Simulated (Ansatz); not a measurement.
Ideal-gas functions of CH3S2, SMILES `CS[S]` radical at 500 K and 1 bar, from an Ansatz frequency run at PBE0-D4/def2-TZVP.

Molar mass 79.17 g/mol, point group Cs (symmetry number 1), electronic degeneracy 2, moments of inertia 25.442, 106.982, 129.209 u Å². Harmonic wavenumbers (cm⁻¹, unscaled): 125, 261, 628, 714, 925, 961, 1328, 1445, 1455, 3060, 3159, 3170.

Use S(trans) = R[1.5 ln M + 2.5 ln T − 1.1517]; rotational temperatures θ = 24.2544 K / I; S(rot) = R[ln(√π/σ · √(T³/θAθBθC)) + 1.5]; for each mode x = 1.438777 ν̃/T, S = R[x/(eˣ − 1) − ln(1 − e⁻ˣ)] and H = RT x/(eˣ − 1); 1 cm⁻¹ = 0.0119627 kJ/mol; R = 8.31446 J/(mol·K).

Q: By hand: the entropy, in J/(mol·K).

A: Translation 174.1. Rotation: θ = 0.9533, 0.2267, 0.1877 K, giving 108.1. Vibration, mode by mode: 16.86, 10.89, 4.44, 3.65, 2.26, 2.09, 0.90, 0.68, 0.66, 0.01, 0.01, 0.01, in all 42.5. Electronic 5.8. Sum 330.5 J/(mol·K).

Q: By hand: H − E and G − E in kJ/mol, counted from the electronic energy.

A: Zero-point energy ½ × 17231 × 0.0119627 = 103.1; thermal vibration 11.5; translation, rotation and pV give 4 RT = 16.6. H − E = 131.2 kJ/mol, and G − E = 131.2 − 500 × 330.5/1000 = -34.1 kJ/mol.

Vibration gives 13 % of the entropy, 16.9 J/(mol·K) of it from the mode under 150 cm⁻¹: soft modes count most, and the harmonic formula is weakest for them.
